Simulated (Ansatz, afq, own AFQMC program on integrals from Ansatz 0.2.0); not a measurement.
# BSiH$_{3}$, singlet → BSiH₃, triplet

| atom | x (Å) | y (Å) | z (Å) |
| --- | --- | --- | --- |
| Si | 0.0000 | 0.0000 | 0.5052 |
| B | 0.0000 | 0.0000 | -1.3160 |
| H | 0.0000 | 1.2660 | 1.2662 |
| H | 0.0000 | -1.2660 | 1.2662 |
| H | 0.0000 | 0.0000 | -2.4954 |

Connectivity, by distances: SiH2–BH.

E(triplet, charge +0) − E(singlet, charge +0) at this geometry, on RHF and UHF determinants.

Basis aug-cc-pVDZ. Noble-gas cores (and the filled d shells of Ga–Kr and In–Xe) are frozen. Ansatz 0.2.0 and our own AFQMC program on the same integrals; the CISD trial comes from CCSD amplitudes, and released means the phaseless constraint is let go. Error bars are statistical, one sigma. The errors of all members are added in quadrature.

No full CI on the walks' own integrals is used here; CCSDT(Q) serves as the reference and is uncertain by about the last step of the cluster series. Each member takes its own surest rung, up to full CI.

The best estimate is CCSD(T) at the basis-set limit (CBS: def2-TZVPP and def2-QZVPP, with their diffuse functions for anions and beside diffuse sets, CCSD(T) itself extrapolated) plus the step from CCSD(T) to CCSDT(Q) in aug-cc-pVDZ. Rows without CBS are in aug-cc-pVDZ, the functionals in def2-TZVP; B2PLYP and the wave-function rows carry a basis error of their own. Core correlation and relativity beyond core potentials are missing, and ± holds the sampling alone.

Cautions: BSiH₃ (singlet): restricted determinant unstable towards unrestricted (UHF 27 meV lower, ⟨S²⟩ 0.27), its ph-AFQMC/CISD value lies 22 ± 5 meV above CCSDT(Q); BSiH₃ (triplet): another spin lies lower, the released energies move by 1.5 errors or more from one time to the next, so no released level is given (meV from the phaseless value at times in 1/Eh: -6 ± 4 at 0.24, -7 ± 4 at 0.51, -7 ± 3 at 0.99, -2 ± 4 at 1.62, -9 ± 4 at 2.40), though the last usable value meets CCSDT(Q) within the noise; core correlation is missing, and it shifts such a gap most where an s electron is promoted.

| level | vertical spin gap (eV) |
| --- | --- |
| CCSD | 0.722 |
| wB97M-V | 0.665 |
| HF | 0.072 |

(1) From these cheaper values, estimate the vertical spin gap at the level of the best estimate.

(1) 0.792 eV (best estimate, highest rung CCSDT(Q)).

| level | vertical spin gap (eV) | error against the best estimate (eV) |
| --- | --- | --- |
| MP2 | 0.684 | -0.108 |
| CCSD(T) | 0.795 | 0.003 |
| CCSDT | 0.799 | 0.007 |
| CCSDT(Q) | 0.807 | 0.015 |
| ph-AFQMC/CISD | 0.789 ± 0.007 | -0.003 ± 0.007 |
| HF/CBS | 0.026 | -0.766 |
| MP2/CBS | 0.701 | -0.090 |
| CCSD(T)/CBS | 0.781 | -0.011 |
| PBE | 0.576 | -0.216 |
| PBE0 | 0.481 | -0.311 |
| B3LYP | 0.645 | -0.147 |
| B2PLYP | 0.681 | -0.111 |

Correlation beyond CCSD(T) adds 0.011 eV. Going to the basis-set limit takes off 0.015 eV at CCSD(T). The perturbative (T) step is worth +0.073 eV.

Best estimates are given only where the step beyond CCSD(T) is under 0.3 eV and no member's determinant is very poor (T1 over 0.05, or 0.07 for open shells, ⟨S²⟩ too high by 0.3, two states mixed), so the hardest cases are missing from such tables.

The functionals ran in a triple-zeta set and keep a basis error of their own, a few kJ/mol for each bond in atomization energies and more for double hybrids, so close places among them and the extrapolated levels can swap.

CCSDT and higher add their correlation energy to the determinant of the CCSD(T) run, since their own runs factorise the integrals more tightly (a shift of under 2 meV). Each member of a difference takes its own highest rung, so a best estimate needn't equal the limit plus the step of one row. A walk keeps the symmetry of its determinant, which the program's search chose and which needn't be the lowest solution, so a lower state of the same spin and another symmetry isn't excluded.
